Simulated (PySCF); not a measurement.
## CO: a composite coupled-cluster calculation

State: ¹Σ⁺, singlet, closed shell. De refers to C + O. RHF-based CCSD(T) in PySCF 2.14 with C aug-cc-pVTZ, O aug-cc-pVTZ and C aug-cc-pVQZ, O aug-cc-pVQZ (frozen core orbitals: 2; no relativity). Correlation energies are extrapolated as n⁻³ (n = 3, 4), Hartree–Fock as (n+1)·exp(−9√n). CV is the change on freezing 0 orbitals instead, in C cc-pwCVTZ, O cc-pwCVTZ. SR is the spin-free X2C energy in C cc-pVTZ-DK, O cc-pVTZ-DK less the non-relativistic one in C cc-pVTZ, O cc-pVTZ.

```csv
Level,Re (Å),ωe (cm⁻¹),ωexe (cm⁻¹),αe (cm⁻¹),De (eV)
CCSD(T)/TZ,1.1360,2144.4,13.0,0.0172,10.923
CCSD(T)/QZ,1.1318,2160.1,13.1,0.0173,11.108
HF/CBS,1.1018,2426.8,11.3,0.0151,7.621
MP2/CBS,1.1337,2129.1,13.3,0.0178,11.823
CCSD/CBS,1.1229,2240.0,12.1,0.0164,10.874
CCSD(T)/CBS,1.1301,2168.4,13.1,0.0174,11.222
CCSD(T)/CBS+CV,1.1282,2176.9,13.2,0.0174,11.263
CCSD(T)/CBS+CV+SR,1.1280,2176.0,13.2,0.0174,11.257
```

Q: How much is left between CCSD(T)/QZ and the basis-set limit, and how much do the triples give at the limit?

A: CCSD(T)/CBS less CCSD(T)/QZ: -1.7 mÅ in Re, +8.3 cm⁻¹ in ωe and +0.114 eV in De. CCSD(T)/CBS less CCSD/CBS: +7.2 mÅ in Re, -71.6 cm⁻¹ in ωe and +0.348 eV in De.

Q: What do the later terms add?

A: CV: -1.9 mÅ in Re, +8.5 cm⁻¹ in ωe and +0.041 eV in De; SR: -0.2 mÅ in Re, -0.9 cm⁻¹ in ωe and -0.006 eV in De, each against the row above.

The T1 diagnostic is 0.018. The open-shell atoms are computed with UHF. Spin–orbit coupling, excitations beyond (T) and corrections to the Born–Oppenheimer picture are left out.

The whole job (state search and all basis sets along the bond) took about 5 min on 4 threads of Intel Xeon Platinum 8375C @ 2.90GHz (shared host), peak memory 7.5 GiB.
